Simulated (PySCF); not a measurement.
Atoms are numbered as in `[CH3:1][C:2]([CH3:3])=[CH:4][CH2:5][F:6]`; H(Xn) means a hydrogen on atom n.

- coordinates at the PBE0-D3(BJ)/def2-SVP level
- shieldings: GIAO HF/pcSseg-2
- program: PySCF 2.14
- fast rotation and ring inversion assumed for equivalent nuclei, non-relativistic Hamiltonian, one conformer, no solvent

Shifts are taken against calculated references (same method and geometry level): 13C (191.47 ppm), 1H (31.68 ppm) vs TMS; 19F (245.28 ppm) vs CFCl3.

| atoms | nucleus | count | δ (ppm) |
| --- | --- | --- | --- |
| C5 | 13C | 1 | 73.9 |
| F6 | 19F | 1 | ? |
| C2 | 13C | 1 | 148.9 |
| H(C5) | 1H | 2 | 4.62 |
| H(C1) | 1H | 3 | ? |
| C3 | 13C | 1 | 18.1 |
| C1 | 13C | 1 | 26.4 |
| C4 | 13C | 1 | 129.9 |
| H(C3) | 1H | 3 | 1.71 |
| H(C4) | 1H | 1 | ? |

Q: Complete the table.

A: 
- H(C4): 5.60 ppm, hydrogen on an alkene CH; olefinic region
- H(C1): 1.79 ppm, hydrogen on an allylic methyl carbon; allylic position
- F6: -192.0 ppm, fluorine on an sp3 carbon

Shifts are as computed, not scaled to solution data. Of 1211 compounds with measured shifts, 218 miss one by over three times the rms of a fit or turn the order of signals round; such compounds aren't used in these exercises. Unscaled 19F shifts against computed CFCl3 carry errors that often reach 10 to 50 ppm.
